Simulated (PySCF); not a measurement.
Gas-phase reaction: 5 (CH3)2Si + SiH4 + 2 C4H10 (n-butane) = 6 (CH3)3Si

Energies from PySCF, thermal terms from the rigid-rotor harmonic-oscillator model, ideal gas at 1 bar. S°(298 K) at PBE0/def2-TZVP differs from the NASA 1993 table for C4H10 (n-butane) (-9 J/mol/K); whether the harmonic model or the table's entry is off was not settled. † marks an energy on the PBE0/def2-TZVP geometry and frequencies; other levels use their own. MP2 and CCSD(T) freeze the core. 6-31G* has spherical d functions here. Open shells (unrestricted): (CH3)3Si (multiplicity 2); the rest are closed-shell singlets. B3LYP is the form with VWN-RPA correlation. No R ln 2 is added for the mirror-image form of (CH3)2Si. (CH3)2Si, (CH3)3Si: computed as isolated molecules; such fragments, hydroxides, amides, oligomers or adducts are transient or little studied in the gas. MP2 isn't extrapolated to the basis-set limit; its ΔH°(298 K) is -349.1 kJ in def2-SVP and -415.2 kJ in def2-TZVPP. CCSD(T) isn't extrapolated to the basis-set limit. The harmonic model lacks anharmonicity and excited electronic states, which grow with temperature; levels with a mode under 35 cm⁻¹ are left out. Internal rotation in (CH3)2Si, C4H10 (n-butane), (CH3)3Si is treated as a harmonic vibration of one conformer, which makes the entropy rough.

```tsv
level	ΔE electronic, kJ	ΔH°(298 K), kJ	ΔS°(298 K), J/K	ΔG°(800 K), kJ
B3LYP/6-31G*	-301	-280	-272	-76
BLYP/def2-TZVP†	-315	-296	-266	-96
CCSD(T)/def2-SVP†	-269	-249	-266	-49
HF/6-31G*	-444	-428	-306	-197
M06-2X/def2-TZVP†	-390	-370	-266	-170
MP2/def2-TZVPP†	-435	-415	-266	-215
PBE/def2-SVP	-375	-355	-257	-162
ωB97M-V/def2-TZVP†	-317	-298	-266	-98
```
ΔH° is lowest at HF/6-31G* and highest at CCSD(T)/def2-SVP†. No reference value is set beside these.
